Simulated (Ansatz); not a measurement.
A made-up structure of CHNaS, closed shell:

Na1  (1.226, -0.134, 1.500)
C2  (-0.196, -0.389, -0.249)
S3  (-0.181, 1.270, -0.191)
H4  (1.024, 1.277, -0.821)
(Å)

It is relaxed with PBE-D4/def2-SVP and then PBE0-D4/def2-TZVP (Ansatz 0.2.0). Atoms count as bonded within 1.22 times the sum of their covalent radii (H–H: 0.88 Å). The end point is not checked to be a true minimum.

(1) Does its bonding change? (Judge from chemistry; the calculation decides.)

## Answers

(1) Computed: Yes. Formed: none; broken: Na1–S3.

Where it ends: The first stage lowers the energy by 1.65 eV in 10 steps. It ends as CHNaS ([Na][C][SH]):
Na1  (1.263, -0.903, 1.895)
C2  (-0.013, -0.047, 0.265)
S3  (-0.234, 1.021, -0.879)
H4  (0.857, 1.953, -1.042)
(Å)

Labels in which every atom is bracketed show which atoms are joined, not bond orders.

For scale, one of the runs: PBE0-D4/def2-TZVP relaxation, 106 basis functions, launched by `ansatz run in.yaml --threads 2 --pin off --events-out ev --progress --plain --max-ram 4352MiB`. The run took about 15 s on 2 CPU threads of an Arm Neoverse V2 (shared host).
